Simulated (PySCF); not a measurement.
# FH3NO: the cost of one run

Computed with PySCF 2.14.0; each step states its level. No surroundings beyond the atoms listed, unless a continuum is named. Atoms count from 0, parts from 1.

## Step 1: Starting point

6 atoms, charge -1, multiplicity 1; geometry: GFN2-xTB. Parts: 1 = atoms 0–4, `NO`, charge 0; 2 = atom 5, `[F-]`, charge -1.

## Step 2: Geometry optimisation at PBE0-D3(BJ)/def2-TZVPD

Job settings and geometry (Å):

```
{"job": {"xc": "PBE0", "basis": "def2-TZVPD", "d3": "d3bj", "grid": 3, "kind": "geom", "shake": 0.01}, "charge": -1, "multiplicity": 1, "parts": [{"atoms": "0-4", "charge": 0, "multiplicity": 1}, {"atoms": "5-5", "charge": -1, "multiplicity": 1}]}
O      0.632622    -0.278535     0.075972
N     -0.423342     0.503474     0.693715
H      0.084797    -0.962741    -0.554543
H     -0.985582    -0.172273     1.164679
H     -0.989794     0.876745    -0.079530
F     -0.790570    -1.773608    -1.270446
```

The run is started by

```sh
> OMP_NUM_THREADS=1 python cluster_run.py task.json out
```

One launch serves the whole session: the jobs run in the order shown.

Q: Estimate the wall time and peak memory of this first job on 1 thread of Arm Neoverse N1, shared host.

About 58 s, with a peak of 0.57 GiB.
